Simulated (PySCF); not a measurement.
## ClF⁻: from constants to spectrum

UHF-CCSD(T) constants of ClF⁻, ²Σ⁺ (doublet), unpaired electrons σ ↑ (basis Cl aug-pcseg-1, F aug-pcseg-1; no relativity; PySCF 2.14; masses 34.9689 and 18.9984 u):

* ωe: 369.3 cm⁻¹
* ωexe: 3.52 cm⁻¹
* Be: 0.28146 cm⁻¹
* αe: 0.00294 cm⁻¹
* De to Cl⁻ + F: 1.30 eV

**Question.** What force constant and bond length do these constants imply?

**Answer.** Reduced mass μred = 12.310 u; k = 5.8918×10⁻⁷·μred·ωe² (u, cm⁻¹, mdyn/Å) = 0.989 mdyn/Å; Re = √(16.8576/(μred·Be)) (u, cm⁻¹, Å) = 2.206 Å.

**Question.** Estimate the centrifugal constant D from the Kratzer relation and find the Dunham coefficient a1.

**Answer.** D = 4Be³/ωe² = 6.54e-07 cm⁻¹; a1 = −1 − αeωe/(6Be²) = -3.28.

Correlated steps freeze 6 core orbitals. Correlated levels converge slowly with the basis: in double zeta they bind strong bonds too weakly, by up to about 1 eV, and carry superposition errors of some tenths. For an ion De counts to the pair picked by the measured ionisation energies or electron affinities, which need not be the lowest pair at this level. The CCSD T1 diagnostic is raised, a sign that a single reference may not be enough here. The state is the lowest determinant that a PBE0 search found; another state may lie lower at other levels.
